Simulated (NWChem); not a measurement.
# MN15/6-311G run of AlH5S (Al(H2S)H3)

We compute energy and one-electron properties of AlH5S (Al(H2S)H3). 

The calculation is run with NWChem 7.3.0.

### 1 The molecule

The species is AlH5S (7 atoms), typed as a singlet with charge 0. As SMILES, `[H][Al]([H])([H])<-[SH2]`. Geometry: a GFN2-xTB relaxation, a rough one for these elements and not checked as a minimum.

Bond lengths: Al1–S2 2.471 Å, S2–H3 1.332 Å, S2–H4 1.332 Å, Al1–H5 1.563 Å, Al1–H6 1.577 Å, Al1–H7 1.563 Å. Angles: Al1–S2–H3 90.6°, Al1–S2–H4 90.1°, S2–Al1–H5 96.0°, S2–Al1–H6 92.1°, S2–Al1–H7 95.6°, H3–S2–H4 92.6°, H5–Al1–H6 118.7°, H5–Al1–H7 120.8°, H6–Al1–H7 118.6°.

### 2 Energy and one-electron properties at MN15/6-311G

alh5s.nw reads:

```
start alh5s
title "AlH5S properties"
memory total 2200 mb

geometry units angstrom noautoz
 Al       0.129800      -0.221970      -1.011590
 S        0.151830      -0.251940       1.458910
 H        0.512600       1.030130       1.485280
 H       -1.145480       0.049310       1.476400
 H        1.682150      -0.187190      -1.188640
 H       -0.666140       1.139260      -1.046260
 H       -0.664760      -1.557600      -1.174090
end

basis spherical
 * library 6-311G
end

dft
 xc mn15
 grid medium
 convergence energy 1e-06
 mulliken
end

property
 mulliken
 efieldgrad
 efield
 moldenfile
 molden_norm janpa
end

task dft property
```

Launch:

```sh
$ nwchem alh5s.nw > alh5s.out
```

The log of the run:

```text
Northwest Computational Chemistry Package (NWChem) 7.3.0
             --------------------------------------------------------

           Job information
           ---------------

    nwchem branch   = 7.3.0
    use scalapack   = T
    input           = alh5s.nw
    prefix          = alh5s.
    data base       = ./alh5s.db
    status          = startup
    nproc           =        1

           Memory information
           ------------------

    heap     =     72089600 doubles =      550.0 Mbytes
    stack    =     72089597 doubles =      550.0 Mbytes
    global   =    144179200 doubles =     1100.0 Mbytes (distinct from heap & stack)
    total    =    288358397 doubles =     2200.0 Mbytes
    verify   = yes
    hardfail = no

           Directory information
           ---------------------

  0 permanent = .
  0 scratch   = .

                                NWChem Input Module
                                -------------------

                                 AlH5S properties
                                 ----------------

 Scaling coordinates for geometry "geometry" by  1.889725989
 (inverse scale =  0.529177249)

 C1  symmetry detected

                             Geometry "geometry" -> ""
                             -------------------------

 Output coordinates in angstroms (scale by  1.889725989 to convert to a.u.)

[... 19 lines left out ...]
            Nuclear Dipole moment (a.u.)
[... 62 lines left out ...]
  convergence criterion.
[... 28 lines left out ...]
  convergence criterion.
[... 15 lines left out ...]
          Convergence on energy requested:  1.00D-07
          Convergence on density requested:  1.00D-05
          Convergence on gradient requested:  5.00D-04
[... 20 lines left out ...]
          Spatial weights used:  Erf1
[... 1 line left out ...]
          Convergence Information
[... 1 line left out ...]
          Convergence aids based upon iterative change in
          total energy or number of iterations.
[... 57 lines left out ...]
   convergence    iter        energy       DeltaE   RMS-Dens  Diis-err    time
[... 10 lines left out ...]
         Total DFT energy =     -643.363140288087
      One electron energy =    -1059.846448516819
           Coulomb energy =      376.983627277382
    Exchange-Corr. energy =      -46.049816013407
 Nuclear repulsion energy =       85.549496964757
[... 5 lines left out ...]
                       DFT Final Molecular Orbital Analysis
[... 631 lines left out ...]
        0.867218       0.479121      -0.135558
        0.129553       0.045753       0.990516
       -0.480779       0.876556       0.022393

 ------------------------------------------------------------
   Atom      X         Y         Z
 ------------------------------------------------------------
    6 H    0.00644   2.49235   2.93325
 ------------------------------------------------------------

 Electric field gradient in molecular frame (a.u.)
         XX             YY             ZZ             XY             XZ             YZ
 ------------------------------------------------------------------------------------------
        0.072460       0.055994      -0.128454      -0.000004      -0.000410      -0.004745

 Principal components (a.u.) and orientation
 of principal axis w.r.t. absolute frame                      Asymmetry parameter eta
 --------------------------------------------------------------------------------------
       -0.128577       0.072460       0.056116                       0.127118

        0.002038       0.999998      -0.000417
        0.025699       0.000365       0.999670
        0.999668      -0.002048      -0.025698

 ------------------------------------------------------------
   Atom      X         Y         Z
 ------------------------------------------------------------
    7 H   -2.57241   2.77741  -1.45983
 ------------------------------------------------------------

 Electric field gradient in molecular frame (a.u.)
         XX             YY             ZZ             XY             XZ             YZ
 ------------------------------------------------------------------------------------------
       -0.085677       0.059475       0.026202       0.021050      -0.087221       0.012123

 Principal components (a.u.) and orientation
 of principal axis w.r.t. absolute frame                      Asymmetry parameter eta
 --------------------------------------------------------------------------------------
       -0.136367       0.073906       0.062461                       0.083928

        0.870636      -0.474335       0.130382
       -0.123060       0.046608       0.991304
        0.476287       0.879110       0.017794

 MOLDEN output will be written to the file ./alh5s.molden
  do_norm_janpa  T
  do_norm_nwchem  F
  molden scftype: RHF                  spinref:                     1

 Task  times  cpu:        6.0s     wall:        6.0s
 Total times  cpu:        6.1s     wall:        6.1s
```

Run time: 6.9 s. Hardware: 1 thread of Intel Xeon 6975P-C (Granite Rapids), shared host; peak memory 0.11 GiB.

Atomic charges (e):

```csv
atom,Mulliken,Löwdin
Al1,+0.616,+0.380
S2,-0.137,+0.160
H3,+0.165,+0.060
H4,+0.165,+0.060
H5,-0.257,-0.220
H6,-0.294,-0.240
H7,-0.258,-0.220
```

### 3 Summary of results

At MN15/6-311G:

| quantity | value |
| --- | --- |
| total energy | -643.36314 Eh |
| dipole moment | 3.40 D |
| HOMO energy | -8.73 eV |
| LUMO energy | -0.02 eV |
| HOMO–LUMO gap | 8.71 eV |

**Reading.** Mulliken charges run from -0.29 on H6 to +0.62 on Al1.
